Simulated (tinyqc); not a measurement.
Extended Hueckel theory, for H2O, step by step. One step of it, computed by the program tinyqc.

Problem. Orbitals. Solve H C = S C e through S^(-1/2); fill by pairs from the bottom, a degenerate level sharing its electrons equally; each orbital has its largest coefficient positive (the first on a tie).

H (eV), lower triangle:
```
             1O 2s      1O 2px      1O 2py      1O 2pz       2H 1s       3H 1s
1O 2s   -32.300000
1O 2px    0.000000  -14.800000
1O 2py    0.000000    0.000000  -14.800000
1O 2pz    0.000000    0.000000    0.000000  -14.800000
2H 1s   -17.110928    0.000000   -6.883325   -4.571887  -13.600000
3H 1s   -15.881305    0.000000    6.533246   -4.340161   -3.657675  -13.600000
```

overlap S, lower triangle:
```
           1O 2s    1O 2px     1O 2py    1O 2pz     2H 1s     3H 1s
1O 2s   1.000000
1O 2px  0.000000  1.000000
1O 2py  0.000000  0.000000   1.000000
1O 2pz  0.000000  0.000000   0.000000  1.000000
2H 1s   0.451260  0.000000   0.322777  0.214388  1.000000
3H 1s   0.418831  0.000000  -0.306361  0.203521  0.179298  1.000000
```

valence electrons = 8

Give: orbital energies; occupations; coefficients; sum of one-electron energies.

Solution.

orbital energies (eV): -32.7819  -16.2751  -15.0837  -14.8000  -5.7242  3.2828

occupations: 2.0000  2.0000  2.0000  2.0000  0.0000  0.0000

coefficients:
```
            MO1      MO2      MO3     MO4      MO5      MO6
1O 2s    0.9079  -0.0049  -0.1191  0.0000  -0.0662  -0.8310
1O 2px   0.0000   0.0000   0.0000  1.0000   0.0000   0.0000
1O 2py  -0.0031   0.7182   0.0030  0.0000   0.8873  -0.1266
1O 2pz  -0.0261   0.0006   0.9488  0.0000  -0.0518  -0.4683
2H 1s    0.1029   0.3254   0.1008  0.0000  -0.7294   0.9466
3H 1s    0.0925  -0.3419   0.1057  0.0000   0.9163   0.6938
```

sum of one-electron energies = -157.8815 eV
